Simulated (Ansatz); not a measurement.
Z-matrix (Å, degrees):
```
Si
Si 1 2.338
Si 1 2.323 2 108.9
H 1 1.493 2 109.6 3 -122.9
H 1 1.489 2 109.9 3 118.7
H 2 1.488 1 111.0 3 178.8
H 2 1.488 1 109.7 3 58.6
H 2 1.487 1 109.8 3 -60.8
H 3 1.489 1 115.7 2 177.5
H 3 1.489 1 113.9 2 -53.6
```

Total charge 0; spin multiplicity 2.

(1) List the ωB97M-V/def2-TZVPP orbital energies in eV (Ansatz). (Best estimate.)

Results:

(1) Ansatz gave: α occupied: -1807.16, -1806.96, -1806.93, -148.24, -148.08, -148.05, -102.49, -102.30, -102.30, -102.19, -102.18, -102.17, -102.15, -102.15, -102.15, -18.99, -17.56, -16.17, -12.78, -12.53, -12.21, -11.89, -11.10, -10.16, -7.95. α empty: 1.43, 1.83, 1.91, 2.02, 2.58, 2.83, 3.40, 3.57. β occupied: -1807.06, -1806.96, -1806.93, -148.14, -148.07, -148.05, -102.23, -102.23, -102.19, -102.18, -102.17, -102.17, -102.15, -102.15, -102.15, -18.85, -17.28, -15.91, -12.68, -12.44, -12.12, -11.81, -10.95, -10.07. β empty: -1.09, 1.55, 1.88, 1.96, 2.13, 2.72, 3.03, 3.46. ⟨S²⟩ = 0.752.
